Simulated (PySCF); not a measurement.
Isomers of C4H7N. Computed with PySCF, TDDFT PBE0/def2-SVPD, vertical, gas phase, core orbitals frozen in the response. Geometries: GFN2-xTB; one conformer of each isolated species. Triplets are in the Tamm–Dancoff approximation.

A. `N#CC(C)C`
B. `C#CCNC`
C. `[H]/N=C\CC=C`

Lowest singlet levels (six at most, fewer where fewer were computed) with oscillator strengths:

1. 246 nm (f 0.011); 188 nm (f 0.005); 186 nm (f 0.185); 174 nm (f 0.027); 166 nm (f 0.059); 165 nm (f 0.097); T1 4.15 eV
2. 205 nm (f 0.022); 193 nm (f 0.009); 186 nm (f 0.009); 185 nm (f 0.012); 175 nm (f 0.005); 172 nm (f 0.003); T1 5.35 eV
3. 158 nm (f 0.001); 151 nm (f 0.003); 151 nm (f 0.015); 142 nm (f 0.036); 141 nm (f 0.026); 136 nm (f 0.007); T1 6.48 eV

Question: Which spectrum belongs to which structure?

Answer: 1 = C, 2 = B, 3 = A.
- A: S1 at 7.87 eV, HOMO-1→LUMO (38%), HOMO-1→LUMO+2 (29%), HOMO→LUMO+1 (20%); Löwdin shares by element: HOMO (one of a set within 0.03 eV) nitrogen 42%, carbon 41% or more, hydrogen 6% or more; LUMO carbon 53% (atoms not listed hold the other 47%); HOMO -9.32 and LUMO 0.30 eV; point group Cs.
- B: S1 at 6.06 eV, HOMO→LUMO (95%); Löwdin shares by element: HOMO nitrogen 60%, carbon 16% or more, hydrogen 6% or more (atoms not listed hold the other 18%); LUMO carbon 60% (atoms not listed hold the other 40%); HOMO -6.73 and LUMO 0.68 eV.
- C: S1 at 5.04 eV, HOMO→LUMO (82%), HOMO→LUMO+1 (11%); Löwdin shares by element: HOMO nitrogen 47%, carbon 32% or more (atoms not listed hold the other 21%); LUMO carbon 55% or more, nitrogen 21% (atoms not listed hold the other 24%); HOMO -7.27 and LUMO -0.57 eV.
